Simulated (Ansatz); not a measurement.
# SiH4Cl (doublet): from Hartree-Fock to the top rungs at distance Si1–H5 along a hydrogen transfer = 2.073 Å, cc-pVDZ

Aim: climb from Hartree-Fock through coupled cluster and multireference methods for SiH4Cl (doublet) at one geometry and basis, and see what each rung misses.

Method: cc-pVDZ, core rule «outside noble gas», up to 10 orbitals frozen; program: Ansatz 0.2.0, Gaussian basis.

To be run: UHF; CCSD(T) on ROHF; CCSD(T) on UHF; BCCD(T) on ROHF; CISD; CCSDT(Q) on ROHF; CCSDT(Q) on UHF; CASSCF and MRCISD+Q, 3 electrons in 3 orbitals; CASSCF and NEVPT2, 3 electrons in 3 orbitals; CASSCF and MRCISD+Q, 15 electrons in 12 orbitals; CASSCF and NEVPT2, 15 electrons in 12 orbitals.

**1. The geometry**

The geometry derives from fragments relaxed apart (PBE0/def2-TZVP) and kept rigid, so it is no stationary point. A hydrogen atom is moved between rigid fragments.

6 atoms, charge 0, spin multiplicity 2.

Atoms are counted from 1 here; the program's logs count them from 0.

Bond lengths: Si1–H2 1.485 Å, Si1–H3 1.485 Å, Si1–H4 1.485 Å, H5–Cl6 1.585 Å. Angles: H2–Si1–H3 109.5°, H2–Si1–H4 109.5°, H3–Si1–H4 109.5°.

**2. UHF**

in.yaml reads:

```yaml
crystal:
  periodic: [false, false, false]
  atoms:
    - {symbol: Si, position_ang: [-1.928069, 0.000000, 0.000000]}
    - {symbol: H, position_ang: [-2.422941, 1.399708, 0.000001]}
    - {symbol: H, position_ang: [-2.422940, -0.699854, 1.212183]}
    - {symbol: H, position_ang: [-2.422941, -0.699854, -1.212182]}
    - {symbol: H, position_ang: [0.144931, 0.000000, 0.000000]}
    - {symbol: Cl, position_ang: [1.729931, 0.000000, 0.000000]}
basis:
  gaussian: {orbitals: cc-pVDZ}
magnetization: {spin_polarized: true, initial_magnetization: 1}
hamiltonian: {xc: hf}
output: {orbitals: {seedname: orbitals}}
```

Launch:

```bash
> ansatz run in.yaml --threads 1 --pin off --events-out ev --progress --plain --max-ram 2816MiB --backend cpu
```

Further steps of the session: CCSD(T) on ROHF; CCSD(T) on UHF; BCCD(T) on ROHF; CISD; CCSDT(Q) on ROHF; CCSDT(Q) on UHF; CASSCF and MRCISD+Q, 3 electrons in 3 orbitals; CASSCF and NEVPT2, 3 electrons in 3 orbitals; CASSCF and MRCISD+Q, 15 electrons in 12 orbitals; CASSCF and NEVPT2, 15 electrons in 12 orbitals.

Before running them: what should the planned runs give, taken together? Wanted: UCCSDT(Q) below the RHF energy; RMP2 from UCCSDT(Q); UMP2 from UCCSDT(Q); RCCSD from UCCSDT(Q); RCCSD(T) from UCCSDT(Q); UCCSD(T) from UCCSDT(Q); RCCSDT(Q) from UCCSDT(Q); NEVPT2 pair from UCCSDT(Q); MRCISD+Q pair from UCCSDT(Q).

As calculated:

| quantity | value |
| --- | --- |
| UCCSDT(Q) below the RHF energy | -8.2576 eV |
| RMP2 from UCCSDT(Q) | +131.9 kJ/mol |
| UMP2 from UCCSDT(Q) | +136.2 kJ/mol |
| RCCSD from UCCSDT(Q) | +19.5 kJ/mol |
| RCCSD(T) from UCCSDT(Q) | +3.8 kJ/mol |
| UCCSD(T) from UCCSDT(Q) | +3.9 kJ/mol |
| RCCSDT(Q) from UCCSDT(Q) | 0.0 kJ/mol |
| NEVPT2 pair from UCCSDT(Q) | +124.1 kJ/mol |
| MRCISD+Q pair from UCCSDT(Q) | +7.0 kJ/mol |
| NEVPT2 valence from UCCSDT(Q) | +153.2 kJ/mol |
| levels within 1 kcal/mol (43 meV) | RCCSD(T), UCCSD(T), BCCD(T), RCCSDT, UCCSDT, RCCSDT(Q) |
| T1 diagnostic | 0.019 |
| effectively unpaired electrons | 1.03 |

**Reading.** RCCSD(T) lands +3.8 kJ/mol from the yardstick (0.5 % of the correlation energy). One determinant dominates. Of the multireference levels listed MRCISD+Q valence comes nearest in total energy (+4.8 kJ/mol), which doesn't show that its space is the better one. These misses are within one basis, not against nature; the frozen cores of restricted and unrestricted runs differ, which can shift their rows.
